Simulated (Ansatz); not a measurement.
A ladder of methods for SiH2SF (SMILES F[SiH2][S])

The species is SiH2SF (5 atoms), meant as a doublet with charge 0. SMILES: `F[SiH2][S]`. The shape is that of a PBE0-D4/def2-TZVP optimisation.

| atom | x (Å) | y (Å) | z (Å) |
| --- | --- | --- | --- |
| F | -0.3243 | -0.0233 | 1.5854 |
| Si | 0.0860 | -0.0810 | 0.0445 |
| S | -1.1480 | 1.0613 | -1.2110 |
| H | -0.0235 | -1.4931 | -0.3910 |
| H | 1.4597 | 0.4626 | -0.0693 |

Each level gives the energy change with the Si2–H4 bond stretched from 1.482 to 1.852 Å (eV). The values are calculated.

| level | kind | program | value (eV) | less FCI/STO-3G | CPU time (all runs) |
| --- | --- | --- | --- | --- | --- |
| U-r2SCAN/STO-3G | meta-GGA | Ansatz | 1.11 | -0.04 | 24 s |
| UB3LYP/STO-3G | global hybrid | Ansatz | 1.13 | -0.02 | 6.3 s |
| UBHLYP/STO-3G | global hybrid | Ansatz | 1.36 | +0.21 | 6.7 s |
| U-wB97X/STO-3G | range-separated hybrid | Ansatz | 1.27 | +0.12 | 42 s |
| UCAM-B3LYP/STO-3G | range-separated hybrid | Ansatz | 1.24 | +0.09 | 7.8 s |
| UB2PLYP/STO-3G | double hybrid | Ansatz | 1.24 | +0.09 | 7.9 s |
| UBCCD(T)/STO-3G | coupled cluster or CI | Ansatz | 1.15 | 0.00 | 1.3 s |
| UCCSDT(Q)/STO-3G | coupled cluster or CI | Ansatz | 1.15 | 0.00 | 3.8 s |
| FCI/STO-3G | exact in the basis | Ansatz | 1.15 | 0.00 | 50 s |

FCI/STO-3G is exact within its basis and frozen core, so for wave-function methods in that basis the difference is their error; functionals converge differently with the basis, so for them it is only a difference. The first shape isn't each level's own minimum. The values span 1.11 to 1.36 eV. All rows use very small basis sets, so even the best lies far from the true value. CPU times are rough (shared hosts, several kinds of processor): they show what a rung costs within a factor of a few.
